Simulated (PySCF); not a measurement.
C2H6S, SMILES CSC.

Coordinates come from a PBE0-D3(BJ)/def2-TZVP optimisation.

Two levels are set side by side: PBE/def2-TZVPD (PySCF) and r2SCAN/def2-TZVPD (PySCF). Same geometry, gas phase. Differences are taken from unrounded values.

```csv
quantity,r2SCAN,PBE,PBE minus r2SCAN
orbital gap (eV),5.44,4.73,-0.71
highest occupied level (eV),-5.27,-5.06,0.21
lowest empty level (eV),0.17,-0.33,-0.50
dipole moment (D),1.64,1.56,-0.07
mean polarisability (bohr³),49.6,51.0,1.4
```

Rough cost on one machine, each run with all the roots and properties that it gave: r2SCAN against PBE about 4 times.
